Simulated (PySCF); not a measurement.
# Reproducing measurements on fulvene

**The experiment to reproduce.**

NIST CCCBDB Release 22 (SRD 101), experimental dipoles lists, for the gas: dipole moment (microwave Stark effect, vibrational ground state) 0.424 D.

How close the calculation comes is told at the end.

Species: fulvene, C6H6.
Numbering: `[CH2:1]=[C:2]1[CH:3]=[CH:4][CH:5]=[CH:6]1` (hydrogens: H7, H8 on C1; H9 on C3; H10 on C4; H11 on C5; H12 on C6)

Cartesian coordinates in Å at the PBE0-D3(BJ)/def2-TZVP level; atoms count from 1:
```xyz
12
C6H6 angstrom
C      1.8059    0.3385   -0.8168
C      0.6065    0.1127   -0.2735
C      0.2531   -0.9636    0.6558
C     -1.0518   -0.8334    0.9596
C     -1.5959    0.3257    0.2437
C     -0.6167    0.8901   -0.4877
H      1.9645    1.1664   -1.4984
H      2.6564   -0.2964   -0.5948
H      0.9436   -1.7121    1.0166
H     -1.6246   -1.4701    1.6203
H     -2.6232    0.6585    0.3067
H     -0.6872    1.7580   -1.1274
```

Runs made with PySCF (gas phase, on this PBE0-D3(BJ)/def2-TZVP geometry; no spin–orbit coupling):

| level | job | basis functions |
| --- | --- | --- |
| PBE0-D3(BJ)/def2-TZVP, grid level 2 | geometry optimisation from a GFN2-xTB start shaken at random | 222 |
| PBE0/pcSseg-2 | shieldings, ring-centre shieldings, charges and field gradients, density and orbital grids written | 300 |
| CAM-B3LYP/aug-cc-pVTZ | 10 singlets by full TDDFT, 4 Tamm–Dancoff triplets, polarisability | 414 |
| PBE0/aug-cc-pVTZ | 10 singlets by full TDDFT, 4 Tamm–Dancoff triplets, polarisability, dynamic polarisability, density and orbital grids written | 414 |
| wB97X-D/aug-cc-pVTZ | 10 singlets by full TDDFT, 4 Tamm–Dancoff triplets, polarisability, ΔSCF ions | 414 |

Results beside the measurements:

**Dipole moment.** Measured: 0.424 D (NIST CCCBDB Release 22 (SRD 101), experimental dipoles).

| level | computed (D) | computed − measured (D) | % (from the printed values) |
| --- | --- | --- | --- |
| PBE0-D3(BJ)/def2-TZVP | 0.584 | +0.160 | +38 |
| PBE0/pcSseg-2 | 0.609 | +0.185 | +44 |
| CAM-B3LYP/aug-cc-pVTZ | 0.572 | +0.148 | +35 |
| PBE0/aug-cc-pVTZ | 0.601 | +0.177 | +42 |
| wB97X-D/aug-cc-pVTZ | 0.586 | +0.162 | +38 |

Closest is CAM-B3LYP/aug-cc-pVTZ (+0.148 D), furthest PBE0/pcSseg-2 (+0.185 D); one molecule doesn't rank methods. All 5 levels lie above the measurement. The computed dipoles belong to one fixed geometry; measured ones are averaged over vibrations unless marked μe. Magnitudes are compared, not signs.

The geometry is computed, not the measured one. Where a level misses, the cause wasn't examined.
